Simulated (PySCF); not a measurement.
# PBE0/6-31G run of H3O+ (oxonium)

Aim: the vertical ionisation energy of H3O+ (oxonium) at PBE0/6-31G, from 2 runs. Input form: a Python script.

The results are computed with PySCF 2.14.0.

5 further runs of the same task are left out: 5 set aside as unsound or not needed.

### Step 1. The system as given

The species is H3O+ (4 atoms), meant as a singlet with charge +1. SMILES: `[OH3+]`. The coordinates come from a GFN2-xTB relaxation.

Bond lengths: O1–H2 0.983 Å, O1–H3 0.983 Å, O1–H4 0.984 Å. Angles: H2–O1–H3 112.0°, H2–O1–H4 112.0°, H3–O1–H4 112.0°.

### Step 2. A single-point energy at PBE0/6-31G

Input file job.py:

```python
from pyscf import gto, dft

mol = gto.M(
    atom=[
    ('O', (0.196050, -0.061020, -0.056900)),
    ('H', (0.214230, 0.919440, 0.016470)),
    ('H', (-0.413410, -0.366620, -0.765680)),
    ('H', (0.003130, -0.491800, 0.806120)),
],
    basis='6-31g',
    verbose=3,
    max_memory=1860,
    charge=1,
)

mf = dft.RKS(mol, xc='pbe0')
mf.grids.level = 5
mf.conv_tol = 1e-10
mf.kernel()
if not mf.converged:
    mf = mf.newton().run(mf.mo_coeff, mf.mo_occ)

etot = mf.e_tot
print('E = %.10f Eh' % etot)
```

The run is started by

```console
$ OMP_NUM_THREADS=1 python job.py
```

What it wrote:

```text
converged SCF energy = -76.5878893167368
E = -76.5878893167 Eh
```

Wall time 1.2 s (1 thread of Arm Neoverse V2, shared host); peak memory 0.16 GiB.

### Step 3. Doublet [H3O]2+ at the same level

Input file run.py:

```python
from pyscf import gto, dft

mol = gto.Mole()
mol.atom = '''
O    0.196050  -0.061020  -0.056900
H    0.214230   0.919440   0.016470
H   -0.413410  -0.366620  -0.765680
H    0.003130  -0.491800   0.806120
'''
mol.charge = 2
mol.spin = 1
mol.basis = '6-31g'
mol.verbose = 3
mol.max_memory = 1860
mol.build()

mf = dft.UKS(mol, xc='pbe0')
mf.conv_tol = 1e-10
mf.grids.level = 5
mf.kernel()
if not mf.converged:
    mf = mf.newton().run(mf.mo_coeff, mf.mo_occ)

e_final = mf.e_tot
print(f'total energy: {e_final:.8f} hartree')
```

The run is started by

```console
$ OMP_NUM_THREADS=1 python run.py
```

What it wrote:

```text
WARN: HOMO -0.480502869336767 >= LUMO -0.480502869336768

converged SCF energy = -75.6850902748099  <S^2> = 0.7519752  2S+1 = 2.0019742
total energy: -75.68509027 hartree
```

It took 1.8 s on 1 thread of Arm Neoverse V2, shared host; peak memory 0.18 GiB.

### Step 4. What came out

At PBE0/6-31G:

```
                                            quantity         value
                          singlet H3O+: total energy  -76.58789 Eh
                           singlet H3O+: HOMO energy     -20.37 eV
                           singlet H3O+: LUMO energy      -6.89 eV
                         singlet H3O+: HOMO–LUMO gap      13.47 eV
                       doublet [H3O]2+: total energy  -75.68509 Eh
 doublet [H3O]2+: HOMO energy (highest over α and β)     -37.38 eV
  doublet [H3O]2+: LUMO energy (lowest over α and β)     -28.53 eV
                               doublet [H3O]2+: ⟨S²⟩         0.752
vertical ionisation energy (to the doublet dication)     24.566 eV
```

What this shows: The vertical ionisation energy comes to 24.57 eV (2370 kJ/mol). The negative HOMO energy of the first species, 20.37 eV, lies 4.20 eV below that difference. Mulliken charges (doublet [H3O]2+) run from -0.01 on O1 to +0.67 on H4.
